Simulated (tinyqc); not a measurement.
Hueckel theory of the pi electrons, for the molecule C=C(N)F (SMILES; centres numbered as the heavy atoms are written), step by step. One step of it, computed by the program tinyqc.

Problem. Orbitals. Diagonalise; E = alpha + x beta with beta < 0, so the largest x are filled first; degenerate levels share their electrons. P = sum n_i c_ri c_si; each orbital has its largest coefficient positive (the first on a tie).

Hueckel matrix in units of beta (H = alpha + beta A), lower triangle:
```
          1C        2C        3N        4F
1C  0.000000
2C  1.000000  0.000000
3N  0.000000  0.800000  1.500000
4F  0.000000  0.700000  0.000000  3.000000
```

pi electrons, sum of z_r less the charge = 6

Give: x values; occupations; coefficients; charge and bond-order matrix P.

Solution.

x values: 3.196  1.864  0.633  -1.193

occupations: 2.000  2.000  2.000  0.000

coefficients:
```
      MO1     MO2     MO3     MO4
1C  0.083   0.210   0.750  -0.622
2C  0.266   0.392   0.475   0.741
3N  0.126   0.862  -0.438  -0.220
4F  0.952  -0.242  -0.140  -0.124
```

charge and bond-order matrix P, lower triangle:
```
        1C     2C      3N     4F
1C   1.227
2C   0.922  0.900
3N  -0.274  0.327   1.903
4F  -0.154  0.184  -0.055  1.969
```
